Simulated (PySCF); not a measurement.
Dissociation curve of CS, singlet.

UHF/6-31G (PySCF); RHF/6-31G (PySCF); UKS-CAM-B3LYP = unrestricted CAM-B3LYP/6-31G run with PySCF 2.14.0; RKS-CAM-B3LYP = restricted CAM-B3LYP/6-31G (PySCF); UKS-B3LYP = PySCF 2.14.0 with unrestricted B3LYP/6-31G; RKS-B3LYP = restricted B3LYP/6-31G run with PySCF; UKS-wB97X-V = PySCF with unrestricted wB97X-V/6-31G; RKS-wB97X-V = PySCF 2.14.0 with restricted wB97X-V/6-31G.

Scanned distances (Å): 1.23, 1.29, 1.39, 1.45, 1.50, 1.53, 1.57, 1.63, 1.70, 1.77, 1.90, 2.06, 2.31, 2.51, 2.73, 3.03, 3.38, 3.79, 4.15, 4.55, 5.32, 6.12.

Q: Where does the unrestricted solution first break spin symmetry (<S²> of 0.01 or more)?

A: UHF: between 1.63 and 1.70 Å; UKS-CAM-B3LYP: between 1.90 and 2.06 Å; UKS-B3LYP: between 1.90 and 2.06 Å; UKS-wB97X-V: between 1.90 and 2.06 Å.

| R / Å | <S²> UHF | E(RHF) − E(UHF) / kJ/mol | <S²> UKS-CAM-B3LYP | E(RKS-CAM-B3LYP) − E(UKS-CAM-B3LYP) / kJ/mol | <S²> UKS-B3LYP | E(RKS-B3LYP) − E(UKS-B3LYP) / kJ/mol | <S²> UKS-wB97X-V | E(RKS-wB97X-V) − E(UKS-wB97X-V) / kJ/mol |
|---|---|---|---|---|---|---|---|---|
| 1.23 | 0.00 | 0.0 | 0.00 | 0.0 | 0.00 | 0.0 | 0.00 | 0.0 |
| 1.29 | 0.00 | 0.0 | 0.00 | 0.0 | 0.00 | 0.0 | 0.00 | 0.0 |
| 1.39 | 0.00 | 0.0 | 0.00 | 0.0 | 0.00 | 0.0 | 0.00 | 0.0 |
| 1.45 | 0.00 | 0.0 | 0.00 | 0.0 | 0.00 | 0.0 | 0.00 | 0.0 |
| 1.50 | 0.00 | 0.0 | 0.00 | 0.0 | 0.00 | 0.0 | 0.00 | 0.0 |
| 1.53 | 0.00 | 0.0 | 0.00 | 0.0 | 0.00 | 0.0 | 0.00 | 0.0 |
| 1.57 | 0.00 | 0.0 | 0.00 | 0.0 | 0.00 | 0.0 | 0.00 | 0.0 |
| 1.63 | 0.00 | 0.0 | 0.00 | 0.0 | 0.00 | 0.0 | 0.00 | 0.0 |
| 1.70 | 0.11 | 0.4 | 0.00 | 0.0 | 0.00 | 0.0 | 0.00 | 0.0 |
| 1.77 | 0.51 | 8.0 | 0.00 | 0.0 | 0.00 | 0.0 | 0.00 | 0.0 |
| 1.90 | 0.80 | 48.3 | 0.00 | 0.0 | 0.00 | 0.0 | 0.00 | 0.0 |
| 2.06 | 1.05 | 116.1 | 0.45 | 7.5 | 0.21 | 1.4 | 0.43 | 5.3 |
| 2.31 | 1.50 | 228.2 | 0.99 | 59.8 | 0.89 | 29.5 | 0.98 | 65.0 |
| 2.51 | 1.72 | 294.9 | 1.27 | 119.0 | 1.22 | 67.0 | 1.29 | 129.9 |
| 2.73 | 1.99 | 343.7 | 1.56 | 188.0 | 1.42 | 112.9 | 1.59 | 196.6 |
| 3.03 | 2.00 | 386.2 | 1.79 | 257.7 | 1.67 | 177.9 | 1.81 | 250.3 |
| 3.38 | 2.00 | 413.6 | 1.91 | 296.8 | 1.85 | 245.6 | 1.93 | 282.2 |
| 3.79 | 2.00 | 429.8 | 1.97 | 320.8 | 1.94 | 294.1 | 1.98 | 304.2 |
| 4.15 | 2.00 | 436.8 | 1.99 | 333.9 | 1.98 | 311.4 | 1.99 | 315.7 |
| 4.55 | 2.00 | 440.9 | 2.00 | 342.9 | 1.99 | 321.5 | 2.00 | 323.0 |
| 5.32 | 2.00 | 443.8 | 2.00 | 349.8 | 2.00 | 331.5 | 2.00 | 327.4 |
| 6.12 | 2.00 | 444.6 | 2.00 | 351.1 | 2.00 | 335.1 | 2.00 | 328.3 |
